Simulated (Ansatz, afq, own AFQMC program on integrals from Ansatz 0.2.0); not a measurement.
**BHO, singlet in def2-TZVP, levels against CCSDT(Q)**

```yaml
atoms:
  - { symbol: B, position_ang: [-0.4336, 0.1359, 0.2425] }
  - { symbol: O, position_ang: [0.7802, -0.2873, 0.0885] }
  - { symbol: H, position_ang: [1.2010, -0.3681, -0.7778] }
```

Connectivity, by distances: B–OH.

Basis def2-TZVP. Noble-gas cores (and the filled d shells of Ga–Kr and In–Xe) are frozen. Ansatz 0.2.0 and our own AFQMC program on the same integrals; the CISD trial comes from CCSD amplitudes, and released means the phaseless constraint is let go. Error bars are statistical, one sigma.

Determinant: RHF, the one that the program's search chose, which needn't be the lowest solution. The geometry is a PBE0/def2-SVP stationary point of this or a neighbouring charge and spin state.

No full CI on the walks' own integrals is used here; CCSDT(Q) serves as the reference and is uncertain by about the last step of the cluster series.

Cautions: the released energies move by 1.5 errors or more from one time to the next, so no released level is given (meV from the phaseless value at times in 1/Eh: -3 ± 3 at 0.24, -4 ± 3 at 0.51, -7 ± 3 at 0.99, -1 ± 5 at 1.62, -14 ± 6 at 2.40), though the last usable value meets CCSDT(Q) within the noise.

The T1 diagnostic is 0.0160. The weight of the determinant in the CISD state is 0.888 and the size of the correlated space is 10 electrons in 66 orbitals.

```json
{"level": "MP2", "correlation energy (eV)": "-8.3953"}
{"level": "CCSD", "correlation energy (eV)": "-8.8170"}
{"level": "CCSD(T)", "correlation energy (eV)": "-9.1455"}
```

(1) Estimate where phaseless AFQMC with a CISD trial lies against CCSD(T) on the same integrals.

(1) 2.1 ± 0.4 kJ/mol below CCSD(T).

Reference: CCSDT(Q), correlation energy -9.174 eV.

```json
{"level": "CCSD(T)", "E − E(reference) (kJ/mol)": "2.7", "share of correlation (%)": "99.69"}
{"level": "CCSDT", "E − E(reference) (kJ/mol)": "1.8", "share of correlation (%)": "99.80"}
{"level": "ph-AFQMC/CISD", "E − E(reference) (kJ/mol)": "0.6 ± 0.4", "share of correlation (%)": "99.93"}
```

A walk keeps the symmetry of its determinant, which the program's search chose and which needn't be the lowest solution, so a lower state of the same spin and another symmetry isn't excluded.
